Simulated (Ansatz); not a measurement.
Input file:

```yaml
crystal:
  periodic: [false, false, false]
  atoms:
    - {symbol: Ge, position_ang: [0.000000, 0.000000, 1.660700]}
    - {symbol: N, position_ang: [0.000000, 0.000000, -0.269200]}
    - {symbol: N, position_ang: [0.000000, 0.000000, -1.391500]}
basis:
  gaussian: {orbitals: cc-pVDZ}
total_charge: 1
magnetization: {spin_polarized: true, initial_magnetization: 1}
hamiltonian: {xc: {name: r2SCAN}}
output: {forces: true}
```

```sh
$ ansatz run in.yaml --threads 1 --pin off --events-out ev --progress --plain --max-ram 2393MiB
```

The program prints:

```
605 factors; integrals over basis functions are off by at most 5.3e-4 eV
mean field evaluation 1: about -59471.5627 eV, gradient 4.6e1 eV
mean field evaluation 2: about -59303.1920 eV, gradient 1.4e2 eV
mean field evaluation 4: about -59481.1336 eV, gradient 3.4e1 eV
mean field evaluation 8: about -59486.1894 eV, gradient 1.7e-1 eV
mean field evaluation 16: about -59486.1911 eV, gradient 6.0e-4 eV
mean field evaluation 32: about -59486.1911 eV, gradient 6.0e-5 eV
mean field -59486.19111910 eV, -2186.0772024383 hartree, gradient 6.0e-5 eV, S^2 0.758813; 3 other end points of the search recorded, 0 dependent functions left out
the calculation of the forces begins
reference -59486.19112752 eV, -2186.0772027477 hartree; 23, 22 occupied and 32, 33 virtual orbitals, 605 factors
Total energy: -59486.19112752 eV, -2186.0772027477 hartree
Atom 0 at     0.000000     0.000000     1.660700 Å, force     0.000000     0.000000     1.524676 eV/Å
Atom 1 at     0.000000     0.000000    -0.269200 Å, force    -0.000000    -0.000000    -1.418099 eV/Å
Atom 2 at     0.000000     0.000000    -1.391500 Å, force     0.000000     0.000000    -0.106577 eV/Å
Dipole moment:    -0.000000    -0.000000     0.093042 e Å
```

Forces (eV/Å):
```
Ge   0.000  0.000  1.525
N    0.000  0.000 -1.418
N    0.000  0.000 -0.107
```

Ran on 1 thread of Arm Neoverse V2, shared host: 6 s wall, 0.18 GiB peak host memory.
